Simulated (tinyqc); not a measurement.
Worked calculation: extended Hueckel theory, for LiF-. The parameters take no account of the charge, which enters only through the electron count, and nothing here shows that the anion is bound. Computed by tinyqc, a small Python program that keeps every step (integrals from PySCF). Settings: charge = -1, K = 1.5, weighted = 1, multiplicity = 2. Command: `OMP_NUM_THREADS=1 python tinyqc.py 29203 29204 out.jsonl` (the two numbers bound the seeds that draw the settings). One thread of a shared host (Intel(R) Xeon(R) Processor @ 2.60GHz), about 0.01 s of CPU time with the checks.

## Overlaps

Geometry (angstrom):
```
atom         x         y         z
Li    0.000000  0.000000  0.000000
F     0.000000  0.000000  1.836000
```

Parameters chosen for this run:
```
element  shell  Slater exponent   H_ii (eV)
F           2s         2.425000  -40.000000
F           2p         2.425000  -18.100000
Li          2s         0.650000   -5.400000
Li          2p         0.650000   -3.500000
```

Slater orbitals, each expanded in six Gaussians scaled to its exponent.

overlap S, lower triangle:
```
            1Li 2s   1Li 2px   1Li 2py    1Li 2pz     2F 2s    2F 2px    2F 2py    2F 2pz
1Li 2s    1.000000
1Li 2px   0.000000  1.000000
1Li 2py   0.000000  0.000000  1.000000
1Li 2pz   0.000000  0.000000  0.000000   1.000000
2F 2s     0.238450  0.000000  0.000000   0.371569  1.000000
2F 2px    0.000000  0.104214  0.000000   0.000000  0.000000  1.000000
2F 2py    0.000000  0.000000  0.104214   0.000000  0.000000  0.000000  1.000000
2F 2pz   -0.071429  0.000000  0.000000  -0.093857  0.000000  0.000000  0.000000  1.000000
```

## Wolfsberg-Helmholz matrix

diagonal H_ii (eV): 1Li 2s -5.400000, 1Li 2px -3.500000, 1Li 2py -3.500000, 1Li 2pz -3.500000, 2F 2s -40.000000, 2F 2px -18.100000, 2F 2py -18.100000, 2F 2pz -18.100000

K = 1.500000

H_ij = K' S_ij (H_ii + H_jj)/2 for i != j (the diagonal keeps H_ii), with K' = K + D^2 + D^4 (1 - K), D = (H_ii - H_jj)/(H_ii + H_jj), K = 1.5.

H (eV), lower triangle:
```
             1Li 2s    1Li 2px    1Li 2py     1Li 2pz       2F 2s      2F 2px      2F 2py      2F 2pz
1Li 2s    -5.400000
1Li 2px    0.000000  -3.500000
1Li 2py    0.000000   0.000000  -3.500000
1Li 2pz    0.000000   0.000000   0.000000   -3.500000
2F 2s    -10.350075   0.000000   0.000000  -15.809353  -40.000000
2F 2px     0.000000  -2.085019   0.000000    0.000000    0.000000  -18.100000
2F 2py     0.000000   0.000000  -2.085019    0.000000    0.000000    0.000000  -18.100000
2F 2pz     1.468256   0.000000   0.000000    1.877800    0.000000    0.000000    0.000000  -18.100000
```

## Orbitals

valence electrons = 9

Solve H C = S C e through S^(-1/2); fill by pairs from the bottom, a degenerate level sharing its electrons equally; each orbital has its largest coefficient positive (the first on a tie).

orbital energies (eV): -40.042566  -18.103360  -18.102697  -18.102697  -4.905886  -3.295119  -3.295119  6.603646

occupations: 2.000000  2.000000  2.000000  2.000000  1.000000  0.000000  0.000000  0.000000

coefficients:
```
              MO1        MO2        MO3       MO4        MO5        MO6        MO7        MO8
1Li 2s   0.022939  -0.010736   0.000000  0.000000   0.884362   0.000000   0.000000   0.543649
1Li 2px  0.000000   0.000000  -0.002371  0.013362   0.000000   0.873524  -0.497747   0.000000
1Li 2py  0.000000   0.000000   0.013362  0.002371   0.000000   0.497747   0.873524   0.000000
1Li 2pz  0.025267  -0.008248   0.000000  0.000000  -0.468546   0.000000   0.000000   0.982534
2F 2s    0.984678   0.006379   0.000000  0.000000  -0.044605   0.000000   0.000000  -0.524142
2F 2px   0.000000   0.000000  -0.174420  0.983143   0.000000  -0.102760   0.058554   0.000000
2F 2py   0.000000   0.000000   0.983143  0.174420   0.000000  -0.058554  -0.102760   0.000000
2F 2pz   0.003621   0.998384   0.000000  0.000000   0.024593   0.000000   0.000000   0.142029
```

sum of one-electron energies = -193.608526 eV

Within a degenerate level the vectors are fixed only up to a rotation; this is one choice.

## Mulliken analysis

P = C n C^T; charge = valence electrons (F 7, Li 1) minus the sum of (P S)_ii on the atom; overlap population = 2 sum P_ij S_ij between two atoms.

charges: 1Li -0.040836, 2F -0.959164

Overlap populations:
```
pair     value
2-1   0.071547
```
